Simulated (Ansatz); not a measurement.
## Cubic Cu₃N

Method: HSE06 (Ansatz, a program for electronic structure, plane waves, PAW).

Numerical settings: plane-wave cutoff 460 eV, 6×6×6 k mesh, Fermi–Dirac smearing 0.01 eV, no spin polarisation, scalar-relativistic PAW data made under PBE.

Cell (measured lattice):

```cif
data_Cu3N
_chemical_formula_sum 'Cu3 N1'
_space_group_name_H-M_alt 'Pm-3m'
_space_group_IT_number 221
_space_group_name_Hall '-P 4 2 3'
_cell_length_a 3.80700
_cell_length_b 3.80700
_cell_length_c 3.80700
_cell_angle_alpha 90.000
_cell_angle_beta 90.000
_cell_angle_gamma 90.000
loop_
_atom_site_label
_atom_site_type_symbol
_atom_site_symmetry_multiplicity
_atom_site_Wyckoff_symbol
_atom_site_fract_x
_atom_site_fract_y
_atom_site_fract_z
_atom_site_occupancy
Cu1 Cu 3 d 0.00000 0.00000 0.50000 1
N1 N 1 a 0.00000 0.00000 0.00000 1
```

For cubic Cu₃N, the band gap is 0.93 eV (on the SCF k mesh) (indirect), the smallest direct gap on the k points sampled is 1.70 eV and the direct gap at Γ is 4.88 eV.

Note: cell and atoms aren't relaxed at this level (pressure 1.1 GPa).

Computed values are for the static lattice.

Cost on a shared machine: around 100 core-seconds (rough).
